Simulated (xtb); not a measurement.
BCl$_{3}$, triplet, at a GFN2-xTB geometry of the parent state (a higher spin typed on purpose: for a closed-shell molecule this is an excited state); GFN1-xTB in xtb.

xtb was given this input:
```
$ xtb mol.xyz --gfn 1 --chrg 0 --uhf 2 --json

# file mol.xyz
4

B     -0.00012924     0.00017465    -0.01065182
Cl     0.02666439     1.72290836     0.02897049
Cl     1.47887022    -0.88426276    -0.03139692
Cl    -1.50549659    -0.83869697     0.00555932
```

The log (banner, timings and long lists left out):

```
   ID    Z sym.   atoms
    1    5 B      1
    2   17 Cl     2-4

           -------------------------------------------------
          |                Calculation Setup                |
           -------------------------------------------------

           -------------------------------------------------
          |                 G F N 1 - x T B                 |
           -------------------------------------------------

          ...................................................
          :                      SETUP                      :
          :.................................................:
          :  # basis functions                  34          :
          :  # atomic orbitals                  31          :
          :  # shells                           11          :
          :  # electrons                        24          :
          :  # halogen bonds                     0          :
          :  max. iterations                   250          :
          :  Hamiltonian                  GFN1-xTB          :
          :  restarted?                      false          :
          :  GBSA solvation                  false          :
          :  PC potential                    false          :
          :  electronic temp.          300.0000000     K    :
          :  accuracy                    1.0000000          :
          :  -> integral cutoff          0.2500000E+02      :
          :  -> integral neglect         0.1000000E-07      :
          :  -> SCF convergence          0.1000000E-05 Eh   :
          :  -> wf. convergence          0.2000000E-04 e    :
          :  Broyden damping             0.4000000          :
          :  net charge                          0          :
          :  unpaired electrons                  2          :
          ...................................................

 iter      E             dE          RMSdq      gap      omega  full diag
   1    -14.0939056 -0.140939E+02  0.782E+00    1.51       0.0  T
   2    -14.0947528 -0.847282E-03  0.475E+00    1.59       1.0  T
   3    -14.0947395  0.133418E-04  0.158E-01    1.64       1.0  T
   4    -14.0947916 -0.521283E-04  0.184E-02    1.61       2.7  T
   5    -14.0947924 -0.775582E-06  0.235E-03    1.61      21.3  T
   6    -14.0947924  0.413618E-09  0.531E-04    1.61      94.1  T
   7    -14.0947924 -0.566205E-09  0.207E-04    1.61     241.5  T
   8    -14.0947924 -0.807709E-10  0.300E-07    1.61  100000.0  T
[...]
         :: total energy             -14.048505311489 Eh    ::
[...]
        15                         -0.0970901              -2.6420
        16                         -0.0970901              -2.6420
        17                         -0.0506004              -1.3769
        18                         -0.0506004              -1.3769
        19                         -0.0505635              -1.3759
        20                         -0.0481032              -1.3090
        21                         -0.0481032              -1.3090
        22                         -0.0466221              -1.2687
        23                         -0.0451381              -1.2283
        24                         -0.0451381              -1.2283
       ...                                ...                  ...
        31                          0.4834580              13.1556
      -------------------------------------------------------------
                  HL-Gap            0.0591604 Eh            1.6098 eV
             Fermi-level           -0.3295312 Eh           -8.9670 eV

  Mulliken/CM5 charges         n(s)   n(p)   n(d)
     1B     0.15810 -0.07648   0.805  2.037  0.000
     2Cl   -0.05270  0.02549   1.930  5.073  0.050
     3Cl   -0.05270  0.02549   1.930  5.073  0.050
     4Cl   -0.05270  0.02549   1.930  5.073  0.050

Wiberg/Mayer (AO) data.
largest (>0.10) Wiberg bond orders for each atom

 ---------------------------------------------------------------------------
     #   Z sym  total        # sym  WBO       # sym  WBO       # sym  WBO
 ---------------------------------------------------------------------------
     1   5 B    3.028 --     4 Cl   1.009     2 Cl   1.009     3 Cl   1.009
     2  17 Cl   1.441 --     1 B    1.009     4 Cl   0.216     3 Cl   0.216
     3  17 Cl   1.441 --     1 B    1.009     4 Cl   0.216     2 Cl   0.216
     4  17 Cl   1.441 --     1 B    1.009     3 Cl   0.216     2 Cl   0.216
 ---------------------------------------------------------------------------

Topologies differ in total number of bonds
Writing topology from bond orders to xtbtopo.mol

 dipole moment from electron density (au)
     X       Y       Z
   0.0001  -0.0002   0.0118  total (Debye):    0.030

           -------------------------------------------------
          | TOTAL ENERGY              -14.048505311489 Eh   |
          | GRADIENT NORM               0.070107978364 Eh/α |
          | HOMO-LUMO GAP               1.609836913477 eV   |
           -------------------------------------------------

normal termination of xtb
```
